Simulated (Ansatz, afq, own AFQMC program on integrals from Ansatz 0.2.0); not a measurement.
AFQMC on a folder of integrals that Ansatz 0.2.0 wrote.

```yaml
crystal:
  periodic: [false, false, false]
  atoms:
    - {symbol: Ge, position_ang: [0.000000, 0.000000, 0.000000]}
    - {symbol: B, position_ang: [0.000000, 0.000000, 2.154000]}
basis:
  gaussian: {orbitals: cc-pVDZ}
magnetization: {spin_polarized: false, initial_magnetization: 3}
correlation: {method: ccsd_t, electrons: outside_noble_gas, hamiltonian_folder: ham}
```

```sh
$ ansatz run in.yaml --threads 1 --pin off --events-out ev --progress --plain --max-ram 24576MiB --backend cuda --devices 0, --max-vram 18GiB
```

afq runs on the folder ham with

```
--method phaseless --trial cisd --walkers 4000 --populations 20 --least-time 60 --time-step 0.005 --steps-per-block 50 --equilibration-blocks 28 --max-blocks 4000 --target-error 0.00016 --factor-cut 1e-05 --start spin_pure --seed 6085 --release-times 0.24,0.51,0.99,1.62,2.4 --release-step 0.03 --release-every 3 --taylor-order 6
```

Times are imaginary, in 1/Eh. The walk had a cap of 122 s. With eight or more populations the least sampling time is a fifth of least-time, and the error comes from their spread. Filled inner d shells are frozen with the cores.

```
orbitals 26  electrons 5 2  factors 188 of 462
reference energy -2099.88115160 Eh
CCSD correlation -0.14266483 Eh in 12 cycles, weight of the determinant in the CISD state 0.8594
energy of the start -2100.023818 Eh
 block  time / (1/Eh)  mean weight  energy / Eh
     1     0.250  0.9999  -2100.022910
     2     0.500  1.0000  -2100.023433
     3     0.750  1.0000  -2100.024430
     4     1.000  1.0000  -2100.025562
     5     1.250  1.0001  -2100.026738
    10     2.500  1.0000  -2100.030575
    19     4.750  1.0000  -2100.033161
    29     7.250  1.0001  -2100.032454
    37     9.250  1.0001  -2100.033665
    39     9.750  1.0000  -2100.032773
    49    12.250  0.9999  -2100.032785
    59    14.750  1.0001  -2100.031548
    63    15.750  0.9998  -2100.031480
    69    17.250  1.0000  -2100.033233
    79    19.750  0.9999  -2100.032232
    89    22.250  1.0001  -2100.033439
    97    24.250  1.0000  -2100.032580
error from the spread of 20 populations
released: time / (1/Eh)  energy / Eh  error  mean overlap
  0.24  -2100.032751  0.000129  0.9984
  0.51  -2100.033007  0.000106  0.9988
  0.99  -2100.033347  0.000119  0.9955
  1.62  -2100.033641  0.000096  0.9942
  2.40  -2100.033685  0.000235  0.9936
energy -2100.032433 +/- 0.000131 Eh
(rows thinned)
```

Estimate how long the walk took on 1 × NVIDIA H100 80GB HBM3 with 2 threads of AMD EPYC 7R13 Processor (Zen 3), with other jobs on the host (the card was shared).

31 s of wall time.

The run passed its tests (sampling time, drift between the halves within three errors, error under three times the target), which doesn't prove that it has relaxed.

Against this walk (error 3.6 meV) on the same determinant: CCSD(T) 21.6 meV higher, CCSDT(Q) 46.3 meV lower, CCSDTQ 49.3 meV lower, full CI 50.5 meV lower. The error is statistical and leaves out the bias of the constraint. Released to 2.40 1/Eh the energy lies 34 ± 7 meV (both errors) below the phaseless value, which shows part or all of the bias of the constraint, and full CI lies 16.4 meV below the released value. Full CI is exact here, so the walk's 51 meV above it is the walk's own error: the bias of the constraint with this trial.

Cautions: constraint bias not in the error; no relativity below Rb; no spin-orbit coupling; inner d shell frozen; lower spins were not checked; the released energy hasn't reached full CI (16 meV above it at 2.40 1/Eh).

CCSDT and higher add their correlation energy to the determinant of the CCSD(T) run, since their own runs factorise the integrals more tightly (a shift of under 2 meV). A walk keeps the symmetry of its determinant, which the program's search chose and which needn't be the lowest solution, so a lower state of the same spin and another symmetry isn't excluded.
